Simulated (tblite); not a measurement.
Compound: C3H5ClF (doublet state).
Z-matrix (Å and degrees, GFN2-xTB geometry), rows numbered from 1:
```
C 
C   1  1.4726
C   2  1.4253  1  122.03
F   3  1.3469  2  114.54  1   166.04
Cl  3  1.9363  2  108.53  1   -78.03
H   1  1.0867  2  111.38  3   -15.05
H   1  1.0942  2  110.57  3   105.64
H   1  1.0910  2  110.29  3  -137.07
H   2  1.0779  1  119.23  3  -168.33
H   3  1.0922  2  117.20  1    35.67
```

Computed with GFN2-xTB (tblite): harmonic, unscaled wavenumbers at the GFN2-xTB geometry, gas phase. Against measured fundamentals such values can be off by several per cent, at times by over 20. One conformer, not necessarily the lowest. Open shells enter through the occupations alone, without spin polarisation, and single modes of such species can be off by tens of per cent.

Harmonic wavenumbers (cm⁻¹): 81.4, 99.2, 225.8, 277.1, 328.5, 404.5, 499.7, 631.1, 912.4, 978.9, 1054.6, 1091.5, 1144.7, 1183.4, 1231.6, 1382.5, 1385.5, 1437.9, 1467.6, 2934.3, 2939.8, 2989.0, 3049.9, 3111.9.

A = 4896, B = 3020, C = 1996 MHz; mass 95.006 u (most abundant isotopes); point group C1, symmetry number 1; spin multiplicity 2.

Task: What is the zero-point energy?

Result: Half the sum of the wavenumbers: 15421 cm⁻¹ = 44.09 kcal/mol.

Task: Entropy at 200 K, 1 bar (ideal gas, RRHO, classical rotation)?

Result: Translation 37.61, rotation 25.60, vibration 9.49, spin (R ln 2) 1.38: S = 74.1 cal/(mol K).

Task: And Cp and H(200 K) − H(0)?

Result: Cp = 18.75 cal/(mol K), of which vibrations give 10.80 (their classical limit is 24 R = 47.7); H(200 K) − H(0) = 2.67 kcal/mol without the zero-point energy, 1.08 from vibrations.

Task: Blend soft modes into free rotors: weight 1/[1 + (100 cm⁻¹/ν̃)⁴] for the oscillator and the rest for a rotor with moment μB/(μ + B), μ = h/(8π²ν), B = 10⁻⁴⁴ kg m². What vibrational entropy results?

Result: 9.12 cal/(mol K) in place of 9.49, which changes −T·S at 200 K by +0.07 kcal/mol.

Task: Which modes carry the vibrational entropy at 200 K?

Result: 81.4 cm⁻¹: 3.08; 99.2 cm⁻¹: 2.70; 225.8 cm⁻¹: 1.23; 277.1 cm⁻¹: 0.92; 328.5 cm⁻¹: 0.68; 404.5 cm⁻¹: 0.44 cal/(mol K); the other 18 give 0.44 together.

Hindered rotation and anharmonicity are outside this model. Other conformers, if any are populated, would add a mixing term that is left out. The structure is chiral; the term R ln 2 for an equal mix with its mirror image is left out.
